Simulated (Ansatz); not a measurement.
# HMgO: the cost of one run

The runs use Ansatz 0.2.0, Gaussian basis; def2-QZVPP, core rule «outside noble gas», up to 6 orbitals frozen.

To be run: UHF; ROHF; CCSD(T) on UHF.

2 further runs of the same task are left out: 2 set aside as unsound or not needed.

## 1. The geometry

The geometry is a PBE0/def2-TZVP stationary point (not a proven minimum) of the parent state, kept for this charge and spin.

3 atoms, charge 0, spin multiplicity 4.

Atoms are counted from 1 here; the program's logs count them from 0.

Bond lengths: O1–Mg2 1.768 Å, O1–H3 0.948 Å. Angles: Mg2–O1–H3 180.0°.

Geometry (Å):

```xyz
3
charge 0, multiplicity 4
O     0.0000    0.0000    0.2735
Mg    0.0000    0.0000   -1.4948
H     0.0000    0.0000    1.2213
```

## 2. UHF

in.yaml reads:

```yaml
crystal:
  periodic: [false, false, false]
  atoms:
    - {symbol: O, position_ang: [0.000000, 0.000000, 0.273500]}
    - {symbol: Mg, position_ang: [0.000000, 0.000000, -1.494800]}
    - {symbol: H, position_ang: [0.000000, 0.000000, 1.221300]}
basis:
  gaussian: {orbitals: "def2-QZVPP.json"}
magnetization: {spin_polarized: true, initial_magnetization: 3}
hamiltonian: {xc: hf}
output: {orbitals: {seedname: orbitals}}
```

Launch:

```sh
ansatz run in.yaml --threads 1 --pin off --events-out ev --progress --plain --max-ram 2393MiB
```

**Question.** How long does this run take on 1 thread of Arm Neoverse V1, shared host, and how much memory does it need?

About 9.5 s, with a peak of 0.28 GiB.
